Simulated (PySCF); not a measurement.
CCl₄ (singlet). Level of theory: PBE0 in PySCF with C def2-TZVP, Cl def2-TZVP; no relativity; density-fitted integrals.

Harmonic bands of its minimum:

```json
{"ω (cm⁻¹)": "219", "IR (km/mol, summed over degenerate members)": "0.0", "degeneracy": "2"}
{"ω (cm⁻¹)": "318", "IR (km/mol, summed over degenerate members)": "0.3", "degeneracy": "3"}
{"ω (cm⁻¹)": "473", "IR (km/mol, summed over degenerate members)": "0.0", "degeneracy": "1"}
{"ω (cm⁻¹)": "791", "IR (km/mol, summed over degenerate members)": "502", "degeneracy": "3"}
```

Task: The central atom is C. Infer the point group and assign the bands.

Result: Td. The modes span e + 2t2 + a1: 219 e, 318 t2, 473 a1, 791 t2. The computed geometry has C–Cl 1.763 Å (×4); Cl–C–Cl 109.5° (×6).
